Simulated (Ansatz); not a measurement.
A made-up structure of SiH3SO (charge +1), singlet:

```
atom    x (Å)    y (Å)    z (Å)
  O1  -1.3120  -0.1997  -0.9584
 Si2   0.4621  -0.0745   1.6674
  S3   0.1047   0.0602  -0.3312
  H4  -2.1466  -0.4388  -0.5401
  H5   1.0548   0.3807  -1.2500
  H6   1.8278   0.2632   1.4743
```

It is relaxed with PBE-D4/def2-SVP and then PBE0-D4/def2-TZVP (Ansatz 0.2.0). Atoms count as bonded within 1.22 times the sum of their covalent radii (H–H: 0.88 Å). The end point is not checked to be a true minimum.

Question: Does its bonding change? (A judgement: the text doesn't fix the answer.)

Answer: Computed: No: no bond forms or breaks.

Where it ends: The first stage lowers the energy by 0.92 eV in 8 steps. It ends as SiH₃SO ([OH][SH][SiH]), total charge +1:
```xyz
6
angstrom
O -1.4276 0.1732 -0.9105
Si 0.4637 -0.2481 1.7299
S -0.0106 0.5952 -0.3102
H -1.7050 -0.7299 -0.6903
H 0.8787 -0.1476 -1.0224
H 1.7916 0.3483 1.2655
```

Labels in which every atom is bracketed show which atoms are joined, not bond orders.

For scale, one of the runs: PBE0-D4/def2-TZVP relaxation, 123 basis functions, launched by `ansatz run in.yaml --threads 2 --pin off --events-out ev --progress --plain --max-ram 4352MiB`. Hardware: 2 CPU threads of an AMD EPYC 7R13, shared host. Wall time about 37 s.
